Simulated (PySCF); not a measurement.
Telling isomers of C₅H₈ apart by NMR

No solvent, rapidly exchanging positions averaged, single conformer, non-relativistic. σ from GIAO-PBE0/pcSseg-1; geometry from GFN2-xTB; spin–spin couplings from B3LYP/pcJ-1 (spin–dipole term left out of most H,H and C,H couplings); PySCF.

References, each an isolated molecule treated in the same way: TMS for ¹H (σ = 31.72 ppm), ¹³C (σ = 186.93 ppm). Multiplet labels drop J under 1 Hz and among equivalent protons, and merge close values. Unscaled 3J(H,H) run several per cent high. Shifts are as computed. Against solution values, carbons near 30 ppm lie about +3 ppm off and those near 130 ppm about +5 ppm. Of 1211 compounds with measured shifts, 218 miss one by over three times the rms of a fit or turn the order of signals round; such compounds aren't used in these exercises.

(1) Tabulate the signals of `C#CC(C)C`, `C=CC(=C)C` and their relative energies.

(2) What is the quickest way to tell C#CC(C)C from C=CC(=C)C?

Results:

(1) 
```tsv
SMILES	carbon types	δC	δH	E rel. (kcal/mol)
C#CC(C)C	1×C 2×CH 2×CH3	94.6, 74.6, 25.4, 23.0	2.52 (sept of d, 1H), 1.47 (d, 1H), 1.23 (d, 6H)	17.3
C=CC(=C)C	1×C 1×CH 2×CH2 1×CH3	150.4, 147.8, 125.1, 120.0, 20.6	6.72 (m, 1H), 5.41 (m, 1H), 5.39 (d, 1H), 5.39 (m, 1H), 5.29 (q, 1H), 1.95 (t, 3H)	0.0
```

Energies are electronic energies at PBE0/pcSseg-1 on these geometries, without zero-point or thermal terms, each for the one conformer computed, which needn't be the lowest.

(2) Count the carbon signals: 4 against 5. The first has a terminal alkyne carbon (CH) at 74.6 ppm, the second an alkene CH at 147.8 ppm. Their most deshielded carbons lie at 94.6 and 150.4 ppm. In the proton spectra the most deshielded non-exchanging signals are 2.52 (sept of d, J = 7.3, 3.4 Hz, 1H) and 6.72 (m, 1H).
